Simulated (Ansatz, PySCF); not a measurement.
**Zinc-blende InSb, bulk modulus**

Reference value: 46.1 GPa (measured, 0 K value with the zero-point phonon effect removed; as tabulated in Mejia-Rodriguez and Trickey (2018), arXiv:1807.09216).

Question: What do LDA, PBE, PBE+SOC, PBEsol, PBEsol+SOC, r²SCAN, r²SCAN+SOC, B3LYP (VWN-RPA form), HSE06, PBE0, Hartree–Fock, MP2 give, and how far is each from the reference?

Answer: 
| level (code) | value (GPa) | cell (Å³/atom) | error (%) |
|---|---|---|---|
| LDA (Ansatz) | 46.6 | 33.54 | +1.1 |
| PBE (Ansatz) | 36.7 | 36.51 | -20 |
| PBE+SOC (Ansatz) | 36.3 | 36.52 | -21 |
| PBEsol (Ansatz) | 42.8 | 34.63 | -7.2 |
| PBEsol+SOC (Ansatz) | 42.5 | 34.62 | -7.8 |
| r²SCAN (Ansatz) | 43.3 | 35.22 | -6.1 |
| r²SCAN+SOC (Ansatz) | 43.2 | 35.22 | -6.3 |
| B3LYP (VWN-RPA form) (Ansatz) | 36.7 | 36.97 | -20 |
| HSE06 (Ansatz) | 44.0 | 35.07 | -4.6 |
| PBE0 (Ansatz) | 45.4 | 34.93 | -1.5 |
| Hartree–Fock (Ansatz) | 49.4 | 36.35 | +7.2 |
| MP2 (PySCF) | 46.1 ± 1 | 35.40 | 0.0 |

Once the reference is moved by up to 5.0 % (a margin picked here for doubts on the reference and the settings) and values within 1.7 % count as equal, the nearest can be MP2 (0.0 %), LDA (+1.1 %), PBE0 (-1.5 %), HSE06 (-4.6 %), r²SCAN (-6.1 %), r²SCAN+SOC (-6.3 %) or Hartree–Fock (+7.2 %). By the same margin the farthest can be PBE+SOC (-21 %), B3LYP (VWN-RPA form) (-20 %) or PBE (-20 %). Within 15 %: LDA, PBEsol, PBEsol+SOC, r²SCAN, r²SCAN+SOC, HSE06, PBE0, Hartree–Fock, MP2.

A ± on a computed value is a rough bar: the spread of its extrapolation, a floor set from checks against published values, or a statistical error. Each level is taken at its own relaxed cell. Cutoffs and k meshes differ between the levels. Ansatz's density-functional and Hartree–Fock values are scalar-relativistic unless marked +SOC, with PAW data made under PBE.

Differences are worked out from the printed values.

Ansatz is a first-principles code.
